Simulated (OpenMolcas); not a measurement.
# A workflow on [NO2]+ (SMILES O=[N+]=O)

We compute the energy (UHF/STO-3G), then a single-point energy (CASSCF(2,2)/STO-3G), then the energy (CASPT2(2,2)/STO-3G), then the energy (SC-NEVPT2(2,2)/STO-3G), then a single-point energy (MRCI(2,2)/STO-3G) of [NO2]+. 

The calculation is run with OpenMolcas 26.06.

2 further runs of the same task are left out: 1 for a known fault of the program, 1 set aside as unsound or not needed.

## (1) The system as given

[NO2]+: 3 atoms, total charge +1, spin state singlet. SMILES: `O=[N+]=O`. One bond was lengthened or shortened from a relaxed shape.

Bond lengths: O1–N2 1.363 Å, N2–O3 1.091 Å. Angles: O1–N2–O3 180.0°.

## (2) A single-point energy at UHF/STO-3G (run 1)

step1.input

```
* NO2 Hartree-Fock
>>> EXPORT MOLCAS_PRINT=2
&gateway
baslib = $CurrDir
coord
3
bohr
O     -1.33032940     2.15232436    -0.48659314
N     -0.00001890    -0.00001890     0.00000000
O      1.06431265    -1.72188065     0.38928358
basis = STO-3G
group = NoSym
&seward
&scf
uhf
charge = 1
scramble = 0.25
prorbitals = 1 1
```

The basis set STO-3G is read from a file made from the Basis Set Exchange's data (not shown).

The run is started by

```console
$ export MOLCAS_MEM=1860
$ pymolcas step1.input > step1.log
```

Log:

```text
--- Start Module: gateway ---
[...]
--- Stop Module: gateway /rc=_RC_ALL_IS_WELL_ ---
--- Start Module: seward ---
[...]
      Basis functions           15
--- Stop Module: seward /rc=_RC_ALL_IS_WELL_ ---
--- Start Module: scf ---
[...]
       Convergence after  32 Iterations
[...]
::    Total SCF energy                               -200.9492209687
[...]
      Total spin, S                                     0.5284512828
[...]
      Total electronic charge=   22.000000
      Total            charge=    1.000000
[...]
      Dipole Moment (debye):
      Origin of the operator (angstrom)=   -0.0490    0.0792   -0.0179
                   X= -1.8335E-01               Y=  2.9663E-01               Z= -6.7058E-02           Total=  3.5511E-01
      Center of Charge (angstrom)
[...]
--- Stop Module: scf /rc=_RC_ALL_IS_WELL_ ---
[...]
```

It took 1.9 s on 1 thread of Arm Neoverse V2, shared host; peak memory 0.37 GiB.

## (3) The energy at CASSCF(2,2)/STO-3G (run 2)

step2.inp

```
* NO2 CASSCF

&gateway
 baslib = $CurrDir
 coord
 3
 bohr
 O     -1.33032940     2.15232436    -0.48659314
 N     -0.00001890    -0.00001890     0.00000000
 O      1.06431265    -1.72188065     0.38928358
 basis = STO-3G
 group = NoSym

&seward

&rasscf
 fileorb = $CurrDir/step1.UnaOrb
 spin = 1
 nactel = 2 0 0
 inactive = 10
 ras2 = 2
 orblisting = Nothing
```

The basis set STO-3G is read from a file made from the Basis Set Exchange's data (not shown).

The run is started by

```console
$ export MOLCAS_MEM=1860
$ pymolcas step2.inp > step2.log
```

Log:

```text
--- Start Module: gateway ---
[...]
--- Stop Module: gateway /rc=_RC_ALL_IS_WELL_ ---
--- Start Module: seward ---
[...]
      Basis functions           15
--- Stop Module: seward /rc=_RC_ALL_IS_WELL_ ---
--- Start Module: rasscf ---
[...]
      Number of active orbitals                  2
[...]
      Spin quantum number                      0.0
[...]
      Active orbitals                            2
[...]
      Number of CSFs                             3
[...]
      Number of root(s) required                 1
[...]
      Convergence after 16 iterations
[...]
      printout of CI-coefficients larger than  0.05 for root  1
      energy=    -200.977614
      conf/sym  11     Coeff  Weight
             1  20  -0.92622 0.85789
             3  02   0.37698 0.14211
      Natural orbitals and occupation numbers for root  1
      sym 1:   1.715773   0.284227
      ************************************************************************************************************************
      *                                                    Final results                                                     *
[...]
::    RASSCF root number  1 Total energy:   -200.97761360
[...]
      Total electronic charge=   22.000000
      Total            charge=    1.000000
[...]
      Dipole Moment (debye):
      Origin of the operator (angstrom)=   -0.0490    0.0792   -0.0179
                   X= -1.5081E-01               Y=  2.4397E-01               Z= -5.5152E-02           Total=  2.9207E-01
      Center of Charge (angstrom)
[...]
--- Stop Module: rasscf /rc=_RC_ALL_IS_WELL_ ---
[...]
```

Run time: 1.6 s. Hardware: 1 thread of Arm Neoverse V2, shared host; peak memory 0.37 GiB.

## (4) A single-point energy at CASPT2(2,2)/STO-3G (run 3)

step3.input

```
* NO2 CASPT2
&gateway
baslib = $CurrDir
coord
3
bohr
O     -1.33032940     2.15232436    -0.48659314
N     -0.00001890    -0.00001890     0.00000000
O      1.06431265    -1.72188065     0.38928358
basis = STO-3G
group = NoSym
&seward
&rasscf
fileorb = $CurrDir/step2.RasOrb
spin = 1
nactel = 2 0 0
inactive = 10
ras2 = 2
orblisting = Nothing
&caspt2
imaginary = 0.1
frozen = 3
```

The basis set STO-3G is read from a file made from the Basis Set Exchange's data (not shown).

The run is started by

```console
$ export MOLCAS_MEM=1860
$ pymolcas step3.input > step3.log
```

Log:

```text
--- Start Module: gateway ---
[...]
--- Stop Module: gateway /rc=_RC_ALL_IS_WELL_ ---
[...]
      Basis functions           15
[...]
--- Start Module: rasscf ---
[...]
      Number of active orbitals                  2
[...]
      Spin quantum number                      0.0
[...]
      Active orbitals                            2
[...]
      Number of CSFs                             3
[...]
      Number of root(s) required                 1
[...]
      Convergence after  4 iterations
[...]
      printout of CI-coefficients larger than  0.05 for root  1
      energy=    -200.977614
      conf/sym  11     Coeff  Weight
             1  20  -0.92621 0.85787
             3  02   0.37701 0.14213
      Natural orbitals and occupation numbers for root  1
      sym 1:   1.715733   0.284267
      ************************************************************************************************************************
      *                                                    Final results                                                     *
[...]
::    RASSCF root number  1 Total energy:   -200.97761361
[...]
      Total electronic charge=   22.000000
      Total            charge=    1.000000
[...]
      Dipole Moment (debye):
      Origin of the operator (angstrom)=   -0.0490    0.0792   -0.0179
                   X= -1.5057E-01               Y=  2.4357E-01               Z= -5.5062E-02           Total=  2.9160E-01
      Center of Charge (angstrom)
[...]
--- Stop Module: rasscf /rc=_RC_ALL_IS_WELL_ ---
--- Start Module: caspt2 ---
[...]
      E2 (Variational):          -0.1848149773
      Total energy:            -201.1624285888
[...]
      Reference weight:           0.91114
[...]
::    CASPT2 Root  1     Total energy:   -201.16242859
[...]
--- Stop Module: caspt2 /rc=_RC_ALL_IS_WELL_ ---
[...]
```

It took 1.5 s on 1 thread of Arm Neoverse V2, shared host; peak memory 0.37 GiB.

## (5) The energy at SC-NEVPT2(2,2)/STO-3G (run 4)

step4.inp

```
&GATEWAY
 BasLib=$CurrDir
 Coord
 3
 bohr
 O     -1.33032940     2.15232436    -0.48659314
 N     -0.00001890    -0.00001890     0.00000000
 O      1.06431265    -1.72188065     0.38928358
 Basis=STO-3G
 Group=NoSym

&SEWARD

&RASSCF
 FileOrb=$CurrDir/step2.RasOrb
 Spin=1
 Nactel=2 0 0
 Inactive=10
 Ras2=2
 OrbListing=Nothing

&CASPT2
 SC-NEVPT2
 Frozen=3
```

The basis set STO-3G is read from a file made from the Basis Set Exchange's data (not shown).

The run is started by

```console
$ export MOLCAS_MEM=1860
$ pymolcas step4.inp > step4.log
```

Log:

```text
--- Start Module: gateway ---
[...]
--- Stop Module: gateway /rc=_RC_ALL_IS_WELL_ ---
[...]
      Basis functions           15
[...]
--- Start Module: rasscf ---
[...]
      Number of active orbitals                  2
[...]
      Spin quantum number                      0.0
[...]
      Active orbitals                            2
[...]
      Number of CSFs                             3
[...]
      Number of root(s) required                 1
[...]
      Convergence after  4 iterations
[...]
      printout of CI-coefficients larger than  0.05 for root  1
      energy=    -200.977614
      conf/sym  11     Coeff  Weight
             1  20  -0.92621 0.85787
             3  02   0.37701 0.14213
      Natural orbitals and occupation numbers for root  1
      sym 1:   1.715733   0.284267
      ************************************************************************************************************************
      *                                                    Final results                                                     *
[...]
::    RASSCF root number  1 Total energy:   -200.97761361
[...]
      Total electronic charge=   22.000000
      Total            charge=    1.000000
[...]
      Dipole Moment (debye):
      Origin of the operator (angstrom)=   -0.0490    0.0792   -0.0179
                   X= -1.5057E-01               Y=  2.4357E-01               Z= -5.5062E-02           Total=  2.9160E-01
      Center of Charge (angstrom)
[...]
--- Stop Module: rasscf /rc=_RC_ALL_IS_WELL_ ---
--- Start Module: caspt2 ---
[...]
      E2 (Variational):          -0.1783739732
[...]
      E2 (Variational):          -0.1779542796
      Total energy:            -201.1555678911
[...]
      Reference weight:           0.91799
[...]
::    SC-NEVPT2 Root  1     Total energy:   -201.15556789
[...]
--- Stop Module: caspt2 /rc=_RC_ALL_IS_WELL_ ---
[...]
```

Run time: 1.5 s. Hardware: 1 thread of Arm Neoverse V2, shared host; peak memory 0.37 GiB.

## (6) A single-point energy at MRCI(2,2)/STO-3G (run 5)

step5.input

```
* NO2 MRCI

&GATEWAY
  BasLib = $CurrDir
  Coord
  3
  bohr
  O     -1.33032940     2.15232436    -0.48659314
  N     -0.00001890    -0.00001890     0.00000000
  O      1.06431265    -1.72188065     0.38928358
  Basis = STO-3G
  Group = NoSym

&SEWARD

&RASSCF
  FileOrb = $CurrDir/step2.RasOrb
  Spin = 1
  Nactel = 2 0 0
  Inactive = 10
  Ras2 = 2
  OrbListing = Nothing

&MOTRA
  LumOrb
  Frozen = 3

&GUGA
  Electrons = 16
  Spin = 1
  Inactive = 7
  Active = 2
  CIAll = 1

&MRCI
  SDCI
```

The basis set STO-3G is read from a file made from the Basis Set Exchange's data (not shown).

The run is started by

```console
$ export MOLCAS_MEM=1860
$ pymolcas step5.input > step5.log
```

Log:

```text
--- Start Module: gateway ---
[...]
--- Stop Module: gateway /rc=_RC_ALL_IS_WELL_ ---
[...]
      Basis functions           15
[...]
      Number of active orbitals                  2
[...]
      Spin quantum number                      0.0
[...]
      Active orbitals                            2
[...]
      Number of CSFs                             3
[...]
      Number of root(s) required                 1
[...]
      Convergence after  4 iterations
[...]
      printout of CI-coefficients larger than  0.05 for root  1
      energy=    -200.977614
      conf/sym  11     Coeff  Weight
             1  20  -0.92621 0.85787
             3  02   0.37701 0.14213
      Natural orbitals and occupation numbers for root  1
      sym 1:   1.715733   0.284267
      ************************************************************************************************************************
      *                                                    Final results                                                     *
[...]
::    RASSCF root number  1 Total energy:   -200.97761361
[...]
      Dipole Moment (debye):
      Origin of the operator (angstrom)=   -0.0490    0.0792   -0.0179
                   X= -1.5057E-01               Y=  2.4357E-01               Z= -5.5062E-02           Total=  2.9160E-01
      Center of Charge (angstrom)
[...]
--- Start Module: guga ---
[...]
--- Stop Module: guga /rc=_RC_ALL_IS_WELL_ ---
[...]
       (But an ACPF correction will be computed)
       USE THE DEFAULT ACPF G-VALUE GFAC=  0.12500000000000000
[...]
                      CI ENERGY:  -201.17918149
[...]
                ACPF CORRECTION:    -0.03054079
[...]
      Total electronic charge=   22.000000
      Total            charge=    1.000000
[...]
     ACPF CORRECTION:     -0.03054079
[...]
  CI State   1     Total energy:   -201.17918149     QDav:     -0.03567597     QACPF:     -0.03054079
[...]
```

It took 1.7 s on 1 thread of Arm Neoverse V2, shared host; peak memory 0.37 GiB.

## (7) Summary of results

| quantity | value |
| --- | --- |
| run 1, UHF/STO-3G: total energy | -200.94922 Eh |
| run 1, UHF/STO-3G: HOMO energy | -21.60 eV |
| run 1, UHF/STO-3G: LUMO energy | -5.90 eV |
| run 1, UHF/STO-3G: HOMO–LUMO gap | 15.70 eV |
| run 1, UHF/STO-3G: ⟨S²⟩ | 0.808 |
| run 2, CASSCF(2,2)/STO-3G: total energy | -200.97761 Eh |
| run 3, CASPT2(2,2)/STO-3G: total energy | -201.16243 Eh |
| run 4, SC-NEVPT2(2,2)/STO-3G: total energy | -201.15557 Eh |
| run 5, MRCI(2,2)/STO-3G: total energy | -201.17918 Eh |

In words: ⟨S²⟩ (run 1, UHF/STO-3G) is 0.81 where a pure singlet has 0.00: the reference is spin-contaminated. Mulliken charges (run 3, CASPT2(2,2)/STO-3G) of the CASSCF density run from +0.26 on O3 to +0.37 on N2; they depend strongly on the basis. Mulliken charges (run 4, SC-NEVPT2(2,2)/STO-3G) of the CASSCF density run from +0.26 on O3 to +0.37 on N2; they depend strongly on the basis. Mulliken charges (run 5, MRCI(2,2)/STO-3G) of the CASSCF density run from +0.26 on O3 to +0.37 on N2.
